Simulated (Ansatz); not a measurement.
A run for Ansatz (a quantum-chemistry and plane-wave program): R-RI-MP2/aug-cc-pVTZ on CH6O2 (a complex). Files ending in .json are basis or fitting sets from the Basis Set Exchange.

Ansatz 0.2 input:
```yaml
crystal:
  periodic: [false, false, false]
  atoms:
    - {symbol: O, position_ang: [-2.13621538, 0.08060933, 0.11562240]}
    - {symbol: H, position_ang: [-2.55289238, 0.87948233, 0.44139240]}
    - {symbol: H, position_ang: [-1.20718838, 0.19136633, 0.35657140]}
    - {symbol: O, position_ang: [0.94522162, 0.17529333, 0.52020340]}
    - {symbol: H, position_ang: [1.31320462, -0.39678467, 1.19773140]}
    - {symbol: C, position_ang: [1.41022662, -0.29633667, -0.74195560]}
    - {symbol: H, position_ang: [0.97940962, 0.35475633, -1.49506960]}
    - {symbol: H, position_ang: [2.49619062, -0.24554467, -0.81626760]}
    - {symbol: H, position_ang: [1.08188462, -1.31620667, -0.94103660]}
basis:
  gaussian:
    orbitals: aug-cc-pVTZ
    fitting: {mean_field: def2-universal-JKFIT, correlation: aug-cc-pVTZ-RIFIT.json}
magnetization: {spin_polarized: false}
correlation: {method: mp2, electrons: outside_noble_gas}
scf: {lower_state_search: off}
```

The head of its log:

```
WARN ansatz: RAYON_NUM_THREADS=1 ignored (pool sized by the plan → 1); use --threads N
Functional definition: HF
these checks for a lower state are left out or cut short: stability, starts, cluster_reference, orbital_swaps, neighbouring_geometries, increment
integrals: 0.25 GiB planned
337 factors; integrals over basis functions are off by at most 9.6e-1 eV
mean field: 0.41 GiB planned
mean field evaluation 1: about -5198.0839 eV, gradient 4.5e1 eV
mean field evaluation 2: about -5200.5694 eV, gradient 2.7e1 eV
mean field evaluation 4: about -5201.6827 eV, gradient 6.9e-1 eV
mean field -5201.68461789 eV, -191.1583838789 hartree, gradient 2.0e-6 eV, S^2 0.000000; 0 other end points of the search recorded, 0 dependent functions left out
3 core orbitals not correlated
594 factors; their error is unknown
reference -5201.68461789 eV, -191.1583838789 hartree; 11, 11 occupied and 262, 262 virtual orbitals, 594 factors
```

Give the final energy of this run.

-191.8663 hartree.
